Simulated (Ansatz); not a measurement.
`CCCC(C)(C)CC`. Total charge 0; spin multiplicity 1. Geometry: relaxed with PBE0-D4/def2-TZVP. It is a higher conformer; a search finds a lower one.

```xyz
26

C     1.055    0.246   -2.782
C    -0.102   -0.387   -2.023
C     0.212   -0.728   -0.563
C    -0.205    0.301    0.501
C    -1.727    0.373    0.597
C     0.330    1.691    0.170
C     0.390   -0.104    1.861
C    -0.002   -1.469    2.404
H     1.918   -0.425   -2.799
H     1.379    1.184   -2.327
H     0.781    0.458   -3.819
H    -0.393   -1.304   -2.546
H    -0.979    0.266   -2.077
H     1.291   -0.908   -0.469
H    -0.271   -1.676   -0.310
H    -2.169    0.733   -0.335
H    -2.032    1.063    1.390
H    -2.166   -0.604    0.813
H     1.420    1.687    0.085
H    -0.083    2.072   -0.767
H     0.060    2.399    0.959
H     1.482   -0.053    1.779
H     0.107    0.663    2.592
H    -1.082   -1.563    2.533
H     0.328   -2.280    1.751
H     0.457   -1.634    3.381
```

Problem. What is the dipole moment at PBE/def2-TZVPP? (An estimate is asked.)

Solution. Computed: 0.09 D, with components (-0.04, -0.08, 0.03) D in this frame, pointing from negative to positive charge.

Problem. And with r2SCAN, B3LYP, ωB97M-V? (Estimate.)

Solution. The calculation gave: r2SCAN 0.09 D, B3LYP 0.09 D, ωB97M-V 0.08 D.

Problem. Give the Mulliken charges with PBE, ωB97M-V, B3LYP in def2-TZVPP. (An estimate is asked.)

Solution. Computed: 
```json
{"atom": "C1", "PBE": "-0.26", "ωB97M-V": "-0.30", "B3LYP": "-0.26"}
{"atom": "C2", "PBE": "-0.10", "ωB97M-V": "-0.20", "B3LYP": "-0.10"}
{"atom": "C3", "PBE": "-0.15", "ωB97M-V": "-0.21", "B3LYP": "-0.17"}
{"atom": "C4", "PBE": "0.32", "ωB97M-V": "0.02", "B3LYP": "0.33"}
{"atom": "C5", "PBE": "-0.30", "ωB97M-V": "-0.33", "B3LYP": "-0.33"}
{"atom": "C6", "PBE": "-0.30", "ωB97M-V": "-0.36", "B3LYP": "-0.32"}
{"atom": "C7", "PBE": "-0.12", "ωB97M-V": "-0.17", "B3LYP": "-0.13"}
{"atom": "C8", "PBE": "-0.27", "ωB97M-V": "-0.33", "B3LYP": "-0.28"}
{"atom": "H9", "PBE": "0.07", "ωB97M-V": "0.10", "B3LYP": "0.07"}
{"atom": "H10", "PBE": "0.08", "ωB97M-V": "0.10", "B3LYP": "0.08"}
{"atom": "H11", "PBE": "0.07", "ωB97M-V": "0.10", "B3LYP": "0.08"}
{"atom": "H12", "PBE": "0.06", "ωB97M-V": "0.09", "B3LYP": "0.06"}
{"atom": "H13", "PBE": "0.05", "ωB97M-V": "0.09", "B3LYP": "0.05"}
{"atom": "H14", "PBE": "0.04", "ωB97M-V": "0.10", "B3LYP": "0.05"}
{"atom": "H15", "PBE": "0.06", "ωB97M-V": "0.11", "B3LYP": "0.07"}
{"atom": "H16", "PBE": "0.07", "ωB97M-V": "0.11", "B3LYP": "0.08"}
{"atom": "H17", "PBE": "0.07", "ωB97M-V": "0.11", "B3LYP": "0.08"}
{"atom": "H18", "PBE": "0.07", "ωB97M-V": "0.11", "B3LYP": "0.08"}
{"atom": "H19", "PBE": "0.07", "ωB97M-V": "0.12", "B3LYP": "0.08"}
{"atom": "H20", "PBE": "0.07", "ωB97M-V": "0.11", "B3LYP": "0.08"}
{"atom": "H21", "PBE": "0.07", "ωB97M-V": "0.11", "B3LYP": "0.08"}
{"atom": "H22", "PBE": "0.05", "ωB97M-V": "0.10", "B3LYP": "0.05"}
{"atom": "H23", "PBE": "0.05", "ωB97M-V": "0.10", "B3LYP": "0.05"}
{"atom": "H24", "PBE": "0.08", "ωB97M-V": "0.10", "B3LYP": "0.08"}
{"atom": "H25", "PBE": "0.08", "ωB97M-V": "0.10", "B3LYP": "0.08"}
{"atom": "H26", "PBE": "0.08", "ωB97M-V": "0.11", "B3LYP": "0.08"}
```

B3LYP here is the variant with VWN-RPA as its local correlation; programs differ in this.
